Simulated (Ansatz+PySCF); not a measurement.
Results of a calculation; reference values are marked as such.
## Ansatz (development build ahead of 0.2.0) run

```yaml
crystal:
  periodic: [false, false, false]
  atoms:
    - { symbol: O, position_ang: [0.0, 0.0, 0.0] }
    - { symbol: S, position_ang: [0.84482, 1.12643, 2.43879] }
basis:
  gaussian: { orbitals: STO-3G }
hamiltonian:
  xc: hf
correlation:
  method: fci
  frozen_orbitals: { O: 1, S: 5 }
```

The input is written out in the form of the current development build from the run's settings.

Results

```yaml
Converged: yes
Total_energy: -466.93726 hartree
State: lowest singlet root, of any spatial symmetry
```

Caution: another spin multiplicity may lie lower.
